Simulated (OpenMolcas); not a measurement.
How methods differ on BClO (boron chloride oxide)

The species is BClO (3 atoms), meant as a singlet with charge 0. SMILES: `O=BCl`. The coordinates come from a GFN2-xTB relaxation.

```xyz
3

O     1.0196    0.6062    0.6270
B     0.1131    0.0666    0.0695
Cl   -1.1326   -0.6728   -0.6965
```

Each level gives the energy change with the B2–Cl3 bond stretched from 1.639 to 2.868 Å (eV). The values are calculated.

```csv
level,kind,program,value (eV),less FCI/STO-3G
HF/STO-3G (restricted),Hartree–Fock,OpenMolcas,6.06,+2.24
SVWN5/STO-3G (restricted),LDA,OpenMolcas,4.87,+1.05
PBE/STO-3G (restricted),GGA,OpenMolcas,4.46,+0.64
r2SCAN/STO-3G (restricted),meta-GGA,OpenMolcas,4.73,+0.91
B3LYP/STO-3G (restricted),global hybrid,OpenMolcas,4.65,+0.83
B2PLYP/STO-3G (restricted),double hybrid,OpenMolcas,4.73,+0.91
CISD/STO-3G (restricted),coupled cluster or CI,OpenMolcas,4.46,+0.64
FCI/STO-3G,exact in the basis,OpenMolcas,3.82,0.00
```

FCI/STO-3G is exact within its basis and frozen core, so for wave-function methods in that basis the difference is their error; functionals converge differently with the basis, so for them it is only a difference. A spin-restricted reference rises too steeply as a bond breaks; here HF/STO-3G, SVWN5/STO-3G, PBE/STO-3G, r2SCAN/STO-3G, B3LYP/STO-3G, B2PLYP/STO-3G, CISD/STO-3G lie well above the multireference or unrestricted value. The first shape isn't each level's own minimum. The values span 3.82 to 6.06 eV. All rows use very small basis sets, so none should be taken for the real molecule's value.
